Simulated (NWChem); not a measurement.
# BF2 (SMILES F[B]F): UTPSSh/aug-cc-pVDZ (density fitting with weigend coulomb fitting)

What is the vertical ionisation energy of BF2 at UTPSSh/aug-cc-pVDZ (density fitting with weigend coulomb fitting)? 

The results are computed with NWChem 7.3.0.

### 1 Starting point

The species is BF2 (3 atoms), meant as a doublet with charge 0. As SMILES, `F[B]F`. Geometry: relaxed at PBE0-D4/def2-TZVP.

Bond lengths: F1–B2 1.306 Å, B2–F3 1.306 Å. Angles: F1–B2–F3 121.1°.

### 2 A single-point energy at UTPSSh/aug-cc-pVDZ (density fitting with weigend coulomb fitting)

File sp.nw:

```
start sp
memory total 2200 mb

geometry noautosym nocenter noautoz
  F        0.513100      -1.044300       0.160000
  B        0.279000       0.240500       0.181300
  F       -0.802900       0.738900      -0.354600
end

basis "ao basis" spherical bse
  * library aug-cc-pVDZ
end

basis "cd basis" spherical
  * library "weigend coulomb fitting"
end

dft
  xc xctpssh
  mult 2
  grid fine
  convergence energy 1e-08
  maxiter 100
  mulliken
  print low
end

task dft energy
```

On the command line:

```
nwchem sp.nw > sp.out
```

Output:

```text
[...]
 d= 0,ls=0.0,diis     1   -224.4992526349 -2.80D+02  1.09D-02  1.63D-01     1.0
[...]
 d= 0,ls=0.0,diis     8   -224.5870087919  4.60D-09  1.34D-06  3.61D-08     5.9
[...]
         Total DFT energy =     -224.587008791950
      One electron energy =     -420.822585360634
           Coulomb energy =      165.923071826473
    Exchange-Corr. energy =      -24.989783561293
 Nuclear repulsion energy =       55.302288303504
[...]
      Total Density - Mulliken Population Analysis
     ---------------------------------------------
    Atom       Charge   Shell Charges
 -----------   ------   -------------------------------------------------------
    1 F    9     9.21   2.01  0.91  0.96  0.07  3.35  1.81  0.09  0.00  0.01
    2 B    5     4.58   2.02  0.56  0.37  0.03  1.32  0.09 -0.00  0.20 -0.00
    3 F    9     9.21   2.01  0.91  0.96  0.07  3.35  1.81  0.09  0.00  0.01
[...]
      <S2> =      0.7519 (Exact =     0.7500)
[...]
```

Wall time 6.6 s (1 thread of Intel Xeon 6975P-C (Granite Rapids), shared host); peak memory 0.12 GiB.

### 3 The singlet cation

File bf2.nw:

```
echo
start bf2
title "BF2 TPSSh"
memory 2200 mb
charge 1
geometry noautosym nocenter noautoz
  F     0.513100   -1.044300    0.160000
  B     0.279000    0.240500    0.181300
  F    -0.802900    0.738900   -0.354600
end
basis spherical bse
  * library aug-cc-pVDZ
end
basis "cd basis" spherical
  * library "weigend coulomb fitting"
end
dft
  xc xctpssh
  grid fine
  convergence energy 1e-08
  iterations 100
  mulliken
  print low
end
task dft
```

On the command line:

```
nwchem bf2.nw > bf2.out
```

Output:

```text
[...]
 d= 0,ls=0.0,diis     1   -223.8649078055 -2.79D+02  4.35D-02  3.51D+00     0.7
[...]
 d= 0,ls=0.0,diis    10   -224.2045292240 -2.81D-10  3.08D-07  2.40D-09     5.9
         Total DFT energy =     -224.204529223951
      One electron energy =     -413.165713166944
           Coulomb energy =      158.255192091750
    Exchange-Corr. energy =      -24.596296452261
 Nuclear repulsion energy =       55.302288303504
[...]
      Total Density - Mulliken Population Analysis
     ---------------------------------------------
    Atom       Charge   Shell Charges
 -----------   ------   -------------------------------------------------------
    1 F    9     9.02   2.01  0.93  0.96  0.06  3.30  1.69  0.06  0.01  0.01
    2 B    5     3.97   2.02  0.50  0.06 -0.01  1.23 -0.03 -0.00  0.20  0.00
    3 F    9     9.02   2.01  0.93  0.96  0.06  3.30  1.69  0.06  0.01  0.01
[...]
```

Run time: 6.6 s. Hardware: 1 thread of Intel Xeon 6975P-C (Granite Rapids), shared host; peak memory 0.12 GiB.

### 4 Summary of results

At UTPSSh/aug-cc-pVDZ (density fitting with weigend coulomb fitting):

| quantity | value |
| --- | --- |
| doublet BF2: total energy | -224.58701 Eh |
| doublet BF2: ⟨S²⟩ | 0.752 |
| singlet cation: total energy | -224.20453 Eh |
| vertical ionisation energy (to the singlet cation) | 10.408 eV |

The vertical ionisation energy comes to 10.41 eV (1004 kJ/mol). Only the singlet of the ionised species was computed; a triplet could lie lower. Mulliken charges (singlet cation) run from -0.02 on F1 to +1.03 on B2; in a basis this large or diffuse they mean little.
